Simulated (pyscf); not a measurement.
H₃Si–Cl + methyl (CH₃•) → silyl (SiH₃•) + chloromethane (H₃C–Cl), an atom transfer (doublet surface; Cl–Si broken, C–Cl formed). PySCF, gas phase, ωB97X-D3(BJ)/def2-SVP geometries. MP2 and CC: frozen core, UHF for open shells. ΔMP2 is the change of the MP2 total energy from the triple- to the quadruple-zeta basis. Energies in kcal/mol from the separated reactants.

Small-basis levels: PySCF, no dispersion term, spherical d functions. AM1 to PM7: differences of heats of formation from MOPAC. Open shells are spin-unrestricted. 

```tsv
level	barrier	reaction energy
HF/STO-3G	49.5	+34.7
HF/3-21G	33.7	+19.0
SVWN5/6-31G*	8.7	+10.6
B3LYP/STO-3G	22.4	+25.1
PBE/def2-SVP	19.1	+17.2
B3LYP/def2-SVP	26.8	+20.6
AM1	11.3	+14.3
PM6	23.5	+35.2
PM7	19.8	+16.5
CCSD(T)/def2-TZVPP + ΔMP2(QZVPP)	32.3	+23.6
```

Against the last row the barrier runs from -23.6 (SVWN5/6-31G*) to +17.2 kcal/mol (HF/STO-3G). At SVWN5/6-31G*, B3LYP/STO-3G, AM1, PM6 this geometry lies under one side, so the entry may be no barrier of that level: it is a single point on another level's saddle. CCSD(T)/def2-TZVPP + ΔMP2(QZVPP) has limits of its own. The same reactants have a lower exit, to CH₄ + •H₂Si–Cl (barrier +7.5 kcal/mol at ωB97M-D3(BJ), against +32.8 kcal/mol here). This is the saddle that the search found; another between the same sides may lie lower. The angle at the transferred Cl is 180°. The CCSD(T) − MP2 part came from Ansatz, without density fitting, on the same reference.
